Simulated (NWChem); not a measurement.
**Basis-set convergence for water (H2O)**

```xyz
3

O      0.0000     0.0000    -0.1202
H      0.7570     0.0000     0.4809
H     -0.7570     0.0000     0.4809
```
Charge 0, spin multiplicity 1.

Program: NWChem. Structure: optimised with B3LYP/def2-SVP, a minimum by its harmonic frequencies.

Quantity: vertical ionisation energy at the level ΔCCSD(T) (Δ: difference of total energies, the cation a doublet at the parent's geometry with its hole in an orbital of symmetry b2 (C2v labels); it is the state that the SCF runs reached, from PBE0 orbitals for Hartree-Fock references, and need not be the lowest).

The correlated methods keep 1 core orbital frozen. The Pople sets run with spherical d functions. No SCF solution was tested for a lower state. Open-shell Hartree-Fock references start from PBE0 orbitals; any time given for them includes that run.

Costs are rough ratios of processor time within this set of runs, SCF included, with 6-31+G* as 1.

```json
[
 {"basis": "6-31+G*", "functions": "22", "vertical ionisation energy (eV)": "12.28", "relative cost": "1"},
 {"basis": "cc-pVDZ", "functions": "24", "vertical ionisation energy (eV)": "11.93", "relative cost": "under 3"},
 {"basis": "pcseg-1", "functions": "24", "vertical ionisation energy (eV)": "12.25", "relative cost": "under 3"},
 {"basis": "6-311G**", "functions": "30", "vertical ionisation energy (eV)": "(withheld)", "relative cost": "under 3"},
 {"basis": "def2-SVPD", "functions": "39", "vertical ionisation energy (eV)": "12.54", "relative cost": "under 3"},
 {"basis": "aug-pcseg-1", "functions": "41", "vertical ionisation energy (eV)": "12.53", "relative cost": "under 3"},
 {"basis": "aug-cc-pVDZ", "functions": "41", "vertical ionisation energy (eV)": "(withheld)", "relative cost": "under 3"},
 {"basis": "def2-TZVP", "functions": "43", "vertical ionisation energy (eV)": "12.47", "relative cost": "under 3"},
 {"basis": "cc-pVQZ", "functions": "115", "vertical ionisation energy (eV)": "12.64", "relative cost": "20"},
 {"basis": "def2-QZVP", "functions": "117", "vertical ionisation energy (eV)": "(withheld)", "relative cost": "20"}
]
```

Fill in the missing entries.


- 6-311G**, vertical ionisation energy (eV): 12.12
- aug-cc-pVDZ, vertical ionisation energy (eV): 12.51
- def2-QZVP, vertical ionisation energy (eV): 12.67
